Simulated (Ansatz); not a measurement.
Born–Oppenheimer molecular dynamics of C4H4OS (10 atoms, charge 0, multiplicity 1). It starts from a relaxed structure.

The calculation used RKS PBE-D4/STO-3G in Ansatz.

| Quantity | Value |
| --- | --- |
| ensemble | NVE (velocity Verlet) |
| time step | 1 fs |
| steps asked | 500 |
| starting velocities drawn for | 400 K |
| seed | 544354 |

First frame:

```xyz
10
Properties=species:S:1:pos:R:3
C 0.721 -2.072 -0.579
C -0.015 -0.820 -0.271
C -0.608 0.216 -0.014
O -1.387 1.329 0.245
C -0.589 2.468 0.729
S -1.288 3.868 1.100
H 0.416 -2.894 0.103
H 0.526 -2.403 -1.622
H 1.816 -1.924 -0.467
H 0.491 2.180 0.779
```

Task: How far do the bonds stretch over the last three quarters of this one trajectory? (Pairs bonded in most of those frames.)

Result: 
```csv
bond,mean (Å),spread (Å),shortest,longest
C1–C2,1.488,0.021,1.44,1.54
C1–H7,1.115,0.029,1.06,1.17
C1–H8,1.115,0.027,1.06,1.17
C1–H9,1.115,0.031,1.05,1.18
C2–C3,1.223,0.017,1.20,1.25
C3–O4,1.384,0.015,1.35,1.42
O4–C5,1.473,0.020,1.43,1.51
C5–S6,1.610,0.016,1.58,1.64
C5–H10,1.121,0.021,1.09,1.15
```

Mean temperature of the second half: 200 K. The conserved energy stayed within 1.7 meV per atom of its start (net change 0.98 meV per atom), so the integration is sound. The temperature averaged 0.50 of the 400 K drawn at the start: a run that starts near a minimum puts about half its kinetic energy into the potential. A run of 0.5 ps of so small a system gives no equilibrium averages. Limits of this set-up: minimal basis.

Run time: 13 min on 1 thread of AMD EPYC 7R43 64-Core Processor (Zen 3), with other jobs on the host, peak memory 0.11 GiB.
